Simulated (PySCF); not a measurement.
# C$_{4}$H$_{4}$S$_{2}$: calculation and literature

Numbering as in the mapped SMILES `[SH:1][c:2]1[cH:3][cH:4][s:5][cH:6]1` (H(Xn): hydrogen on atom n).

Theory: structure optimised with GFN2-xTB, GIAO PBE0/pcSseg-1 shieldings, in PySCF 2.14.0 with density-fitted response routines (relativity neglected, a single conformation, in vacuum).

Reference values: estimated from measurements, as parent shift plus tabulated substituent increment (solution, not stated per compound (mostly CDCl3 or CCl4); Pretsch, Buehlmann, Badertscher, Structure Determination of Organic Compounds, 4th ed. (2009)).
```tsv
atoms	quantity	reference	computed	computed, scaled
H(C4)	δ ¹H	7.10	7.11	6.80
H(C6)	δ ¹H	6.98	6.61	6.33
H(C3)	δ ¹H	6.76	6.77	6.48
```

Computed shifts are σ(ref) − σ with the named reference compound (TMS for H and C) calculated as an isolated molecule at the same level. The measured values may be among those fitted. Shieldings were converted by linear fits to measured shifts (mostly CDCl3, TMS scale, for H and C): ¹H (scatter 0.17 ppm rms, 0.18 ppm with the 4 outliers that the fit left out). A few per cent of atoms miss by over 2 rms, more outside the fitted compound classes. H not on carbon is unscaled (vs computed TMS).

How far are the unscaled ¹H shifts from the references?

## Answers

Mean signed difference -0.12 ppm, mean absolute 0.13 ppm over 3 comparisons; the largest is -0.37 ppm at H(C6) (hydrogen on an aromatic CH next to the ring sulfur).
